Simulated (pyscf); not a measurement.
Thermochemistry of product channels of `[NH2][InH2]` + `[OH2]` on the singlet surface, in kJ/mol, from ωB97M-D3(BJ)/def2-TZVP energies (ideal gas, 1 atm, RRHO with modes under 100 cm⁻¹ raised to 100, one conformer, R ln 2 for chiral ones without a mode under 150 cm⁻¹). Optimised with ωB97X-D3(BJ)/def2-SVP in PySCF.

```
products                     ΔE  ΔH(298 K)  ΔG(600 K)  ΔG(900 K)
---------------------------  --  ---------  ---------  ---------
`[NH2][InH][OH]` + `[H][H]`   …      -16.3       -9.2       -8.8
`[NH3]` + `[OH][InH2]`        …      -20.7      -20.7      -19.6
```

### Question
Complete the blanks.

### Answer

- `[NH2][InH][OH]` + `[H][H]`, ΔE: -7.1
- `[NH3]` + `[OH][InH2]`, ΔE: -22.7

These are energies of the channels, which say nothing of barriers. Elements past Kr carry the def2 core potentials, without spin-orbit coupling.
